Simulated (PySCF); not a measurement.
A structure optimised at PBE-D3(BJ)/def2-TZVPD, used in a PySCF frequency run:

```xyz
4

C      0.0000     0.0000     0.0000
H      1.0872     0.0000     0.0000
H     -0.5436    -0.9415     0.0000
H     -0.5436     0.9415     0.0000
```
Charge 0, spin multiplicity 2.

**Question.** Write its SMILES, formula and point group.

**Answer.** [CH3], CH3, D3h

**Question.** What are its rotational constants (standard atomic weights)?

**Answer.** 282.79, 282.79, 141.40 GHz
